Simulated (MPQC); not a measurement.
# Two attempts at NH2 (SMILES [NH2])

Wanted: a single-point energy of NH2, OPT2/aug-pcseg-1 (Cartesian functions).

Program for the calculation: MPQC 2.3.1.

8 further runs of the same task are left out: 3 that didn't finish, 5 set aside as unsound or not needed.

### 1 The system as given

NH2: 3 atoms, total charge 0, spin state doublet. SMILES: `[NH2]`. The shape is that of a GFN2-xTB optimisation.

Bond lengths: N1–H2 1.014 Å, N1–H3 1.014 Å. Angles: H2–N1–H3 110.0°.

### 2 First attempt

mol.in reads:

```
molecule<Molecule>: (
  symmetry = c1
  unit = bohr
  { atoms geometry } = {
    N  [ 0.58048607  -0.34432700   0.28618012 ]
    H  [ 0.29400359   1.55006675   0.33030523 ]
    H  [ -0.87448966  -1.20572086  -0.61646646 ]
  }
)
basis<GaussianBasisSet>: (
  name = "aug-pcseg-1"
  molecule = $:molecule
  basisdir = "."
  puream = no
)
mpqc: (
  checkpoint = no
  savestate = no
  restart = no
  do_energy = yes
  do_gradient = no
  optimize = no
  mole<MBPT2>: (
    molecule = $:molecule
    basis = $:basis
    memory = 1000000000
    method = opt2
    nfzc = 0
    algorithm = v2
    reference<HSOSHF>: (
      molecule = $:molecule
      basis = $:basis
      total_charge = 0
      multiplicity = 3
      memory = 1000000000
      print_evals = yes
      maxiter = 72
      guess_wavefunction<ExtendedHuckelWfn>: (
        molecule = $:molecule
        total_charge = 0
        multiplicity = 3
        basis<GaussianBasisSet>: (
          name = "STO-3G"
          molecule = $:molecule
        )
      )
    )
  )
)
```

The basis set aug-pcseg-1 is read from a file made from the Basis Set Exchange's data (not shown).

Command:

```console
$ mpqc -o mol.out mol.in
```

What it wrote:

```text
MPQC: Massively Parallel Quantum Chemistry
                                   Version 2.3.1

  Using IntegralV3 by default for molecular integrals evaluation

  HSOSSCF::init: Warning, there's a leftover electron.
    total_charge = 0
    total nuclear charge = 9
    ndocc_ = 3
    nsocc_ = 2

  HSOSSCF::init: total charge = 1

  docc = [ 3 ]
  socc = [ 2 ]

  Molecular formula H2N

  The following keywords in "mol.in" were ignored:
    mpqc:mole:reference:guess_wavefunction:multiplicity

  MPQC options:
    matrixkit     = <ReplSCMatrixKit>
    restart       = no
    checkpoint    = no
    savestate     = no
    do_energy     = yes
    do_gradient   = no
    optimize      = no
    write_pdb     = no
    print_mole    = yes
    print_timings = yes

    Using symmetric orthogonalization.
  n(basis):            43
  Maximum orthogonalization residual = 7.65538
  Minimum orthogonalization residual = 0.00247775
  Using symmetric orthogonalization.
  n(basis):            43
  Maximum orthogonalization residual = 7.65538
  Minimum orthogonalization residual = 0.00247775
  Just entered OPT2 program (opt2_v2)
  Distribution of basis functions between nodes:
     43
    1      43       19       6       3      2      40     0     0
  Minimum memory required:        83856 Bytes
  Batch size:                     5
  npass = 1 rest = 0

[... 2 lines left out ...]
  nuclear repulsion energy =    7.6232486434
[... 16 lines left out ...]
  iter     2 energy =  -54.7533309130 delta = 5.46493e-02
[... 1 line left out ...]
  iter     4 energy =  -54.9620028344 delta = 4.03113e-03
[... 1 line left out ...]
  iter     6 energy =  -54.9633733769 delta = 1.19590e-03
[... 1 line left out ...]
  iter     8 energy =  -54.9640582637 delta = 8.33740e-04
[... 1 line left out ...]
  iter    10 energy =  -54.9643019860 delta = 2.51385e-03
[... 2 lines left out ...]
  iter    64 energy =  -54.9651810482 delta = 5.22377e-03
[... 1 line left out ...]
  iter    66 energy =  -54.9649734482 delta = 5.14778e-03
[... 1 line left out ...]
  iter    68 energy =  -54.9653279697 delta = 5.70869e-03
[... 1 line left out ...]
  iter    70 energy =  -54.9651463294 delta = 5.17135e-03
[... 1 line left out ...]
  iter    72 energy =  -54.9656192291 delta = 5.09523e-03
[... 8 lines left out ...]
  HOMO is     5   A =  -0.584863
  LUMO is     6   A =  -0.162677

  total scf energy =  -54.9656192291

  SCF::compute: energy accuracy = 1.0000000e-08

  nuclear repulsion energy =    7.6232486434

  Beginning iterations.  Basis is aug-pcseg-1.
  iter     1 energy =  -54.9653054660 delta = 8.64324e-02
  iter     2 energy =  -54.9727117221 delta = 2.47700e-03
  iter     3 energy =  -54.9644272970 delta = 3.57080e-03
  iter     4 energy =  -54.9631619702 delta = 2.02552e-03
  iter     5 energy =  -54.9631939088 delta = 4.26746e-04
  iter     6 energy =  -54.9632098838 delta = 1.63377e-04
  iter     7 energy =  -54.9632020302 delta = 3.65973e-04
  iter     8 energy =  -54.9632069488 delta = 3.22781e-04
  iter     9 energy =  -54.9632079626 delta = 3.88403e-04
  iter    10 energy =  -54.9632095244 delta = 4.07560e-04
  [... 52 further iterations ...]
  iter    63 energy =  -54.9652415989 delta = 5.65337e-03
  iter    64 energy =  -54.9663170114 delta = 5.91664e-03
  iter    65 energy =  -54.9650094185 delta = 5.83489e-03
  iter    66 energy =  -54.9655182068 delta = 5.41500e-03
  iter    67 energy =  -54.9659503675 delta = 5.87886e-03
  iter    68 energy =  -54.9655440961 delta = 5.94349e-03
  iter    69 energy =  -54.9654257162 delta = 5.67998e-03
  iter    70 energy =  -54.9661774515 delta = 5.99570e-03
  iter    71 energy =  -54.9646893430 delta = 5.66664e-03
  iter    72 energy =  -54.9654880963 delta = 5.20016e-03

  A
        1  -16.02785    2.00000
        2   -1.53201    2.00000
        3   -0.90560    2.00000
[... 39 lines of this table left out ...]
       43    4.83545    0.00000

  HOMO is     5   A =  -0.584366
  LUMO is     6   A =  -0.162568

  total scf energy =  -54.9654880963
ERROR: SC EXCEPTION RAISED:
terminate called after throwing an instance of 'sc::ToleranceExceeded'
```

It took 14 s on 1 thread of Intel Xeon at 2.50GHz (Skylake/Cascade Lake), shared host; peak memory 0.15 GiB.

### 3 Reading the log

The iterations ended before the threshold was met.

What is wrong: the spin state typed doesn't suit the molecule. To mend it: multiplicity 2 in place of 3.

### 4 Try two

input.in reads:

```
molecule<Molecule>: (
  symmetry = c1
  unit = bohr
  { atoms geometry } = {
    N  [ 0.58048607    -0.34432700     0.28618012 ]
    H  [ 0.29400359     1.55006675     0.33030523 ]
    H  [ -0.87448966    -1.20572086    -0.61646646 ]
  }
)
basis<GaussianBasisSet>: (
  name = "aug-pcseg-1"
  molecule = $:molecule
  basisdir = "."
  puream = no
)
mpqc: (
  checkpoint = no
  savestate = no
  restart = no
  do_energy = yes
  do_gradient = no
  optimize = no
  mole<MBPT2>: (
    molecule = $:molecule
    basis = $:basis
    memory = 1000000000
    method = opt2
    nfzc = 0
    algorithm = v2
    reference<HSOSHF>: (
      molecule = $:molecule
      basis = $:basis
      total_charge = 0
      multiplicity = 2
      memory = 1000000000
      print_evals = yes
      maxiter = 60
      guess_wavefunction<ExtendedHuckelWfn>: (
        molecule = $:molecule
        total_charge = 0
        multiplicity = 2
        basis<GaussianBasisSet>: (
          name = "STO-3G"
          molecule = $:molecule
        )
      )
    )
  )
)
```

The basis set aug-pcseg-1 is read from a file made from the Basis Set Exchange's data (not shown).

Command:

```console
$ mpqc input.in > input.out
```

What it wrote:

```text
MPQC: Massively Parallel Quantum Chemistry
[...]
  HSOSSCF::init: total charge = 0
[...]
  iter     1 energy =  -48.3159756586 delta = 8.78254e-02
[...]
  LUMO is     6   A =   0.031097
  total scf energy =  -55.5502958386
[...]
Value of the MolecularEnergy:  -55.7139176633
[...]
        symmetry = c1
[...]
        nbasis = 43
[...]
```

Wall time 2.7 s (1 thread of Intel Xeon at 2.50GHz (Skylake/Cascade Lake), shared host); peak memory 0.079 GiB.

### 5 Results

Level: OPT2/aug-pcseg-1 (Cartesian functions).

```
          quantity         value
      total energy  -55.71392 Eh
correlation energy    -163.6 mEh
```
